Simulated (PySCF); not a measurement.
C2H, SMILES [C]#C, multiplicity 2. Geometry: B3LYP-D3(BJ)/def2-TZVPD. The isomer is the one that the SMILES or the coordinates give; other isomers of the formula were not compared.

Calculation: B3LYP-D3(BJ)/def2-TZVPD (PySCF).

Harmonic wavenumbers (cm⁻¹): 303, 303, 2094, 3452. Rotational constants (GHz): 44.61 (linear); symmetry number 1.

Q: Work out the zero-point energy and the ideal-gas rigid-rotor harmonic-oscillator thermochemistry at 298.15 K and 1 atm.

A: ZPE = ½ Σ hcν = ½ × 6152 cm⁻¹ = 8.80 kcal/mol. H − E(el) = 11.39 kcal/mol. Entropy in cal/(mol K): translation 35.59, rotation 11.80, vibration 2.80, spin 1.38, total 51.57. G − E(el) = -3.98 kcal/mol. Cp = 10.30 cal/(mol K).
